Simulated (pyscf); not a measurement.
PySCF, gas phase, ωB97X-D3(BJ)/def2-SVP geometries. Correlated levels are frozen-core, on RHF or UHF. ΔMP2 is the change of the MP2 total energy from the triple- to the quadruple-zeta basis.

Estimate by transition-state theory (the high-pressure limit) the rate constant of H₃C–Al [singlet] + ammonia (NH₃) → H₃C–AlH–NH₂ (singlet surface; H–N broken, Al–N, Al–H formed) at 600 K, with CCSD(T)/def2-TZVPP + ΔMP2(QZVPP) energies (ideal gas, 1 atm, RRHO with modes under 100 cm⁻¹ raised to 100, one conformer, R ln 2 for rigid chiral ones; no tunnelling).

The electronic barrier is 23.9 kcal/mol and the thermal terms add +16.3, so ΔG‡ = 40.2 kcal/mol. With k_BT/h = 1.25e+13 s⁻¹ and RT = 1.192 kcal/mol, and a volume of 8.18e-20 cm³ per molecule at 1 atm, k = 2.3e-21 cm³ molecule⁻¹ s⁻¹. The product is born with the 72 kcal/mol of the reverse barrier and needs collisions to keep. Wigner's tunnelling factor for 1542i cm⁻¹ would be 1.57, likely too low at so high a frequency. A shift of 1 kcal/mol in the barrier changes k by a factor 2.3. On the reactant side the descent ends in an adduct with a Al–N contact (not fully relaxed), 13.6 kcal/mol under the separated species and 38.6 kcal/mol under the saddle at ωB97X-D3(BJ)/def2-TZVP. What is counted as formed (Al–N) is already present as a longer contact in the reactant adduct; forming that adduct is a step of its own. The same reactants have a lower exit, to H₂N–Al [singlet] + CH₄ (barrier +13.8 kcal/mol at ωB97M-D3(BJ), against +26.1 kcal/mol here). One saddle was located; it need not be the lowest between these sides. The CCSD(T) − MP2 part came from Ansatz, without density fitting, on the same reference.
